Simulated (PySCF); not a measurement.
C₃H₆O, charge +1, multiplicity 2. Atoms are numbered in the order given.

```xyz
10

C     -1.3199     0.0045    -0.5856
C      0.0000     0.0000     0.1421
C      1.3199    -0.0045    -0.5856
O      0.0000     0.0000     1.3554
H     -1.2559     0.7639    -1.3819
H     -1.4086    -0.9960    -1.0479
H     -2.1596     0.1890     0.0953
H      2.1596    -0.1890     0.0953
H      1.4086     0.9960    -1.0479
H      1.2559    -0.7639    -1.3819
```
Charge +1, spin multiplicity 2.

Coordinates come from a r2SCAN-D4/def2-SVP optimisation. The multiplicity is an assumed one; other spin states were not compared.

Computed with PBE/def2-TZVP (PySCF).

ESP charges are fitted to the potential on shells at 1.4 to 2.0 van der Waals radii. Atomic charges (e):

| atom | ESP fit | Mulliken | Mulliken spin |
|---|---|---|---|
| C1 | ___ | -0.29 | 0.14 |
| C2 | ___ | 0.22 | -0.02 |
| C3 | ___ | -0.29 | 0.14 |
| O4 | ___ | 0.10 | 0.73 |
| H5 | ___ | 0.20 | 0.01 |
| H6 | ___ | 0.21 | 0.00 |
| H7 | ___ | 0.21 | 0.00 |
| H8 | ___ | 0.21 | 0.00 |
| H9 | ___ | 0.21 | 0.00 |
| H10 | ___ | 0.20 | 0.01 |

### Question
Complete the blanks. (Estimate from the structure and the level; the computed values follow.)

### Answer

- C1, ESP fit: -0.56
- C2, ESP fit: 0.59
- C3, ESP fit: -0.56
- O4, ESP fit: -0.01
- H5, ESP fit: 0.25
- H6, ESP fit: 0.26
- H7, ESP fit: 0.27
- H8, ESP fit: 0.27
- H9, ESP fit: 0.26
- H10, ESP fit: 0.25

Computed Mayer and Wiberg (Löwdin basis) orders of the bonds:
```
bond    Mayer  Wiberg
------  -----  ------
C1–C2    0.96    1.24
C2–C3    0.96    1.24
C2–O4    1.85    2.49
C1–H5    0.90    0.84
C1–H6    0.88    0.83
C1–H7    0.94    0.88
C3–H8    0.94    0.88
C3–H9    0.88    0.83
C3–H10   0.90    0.84
```
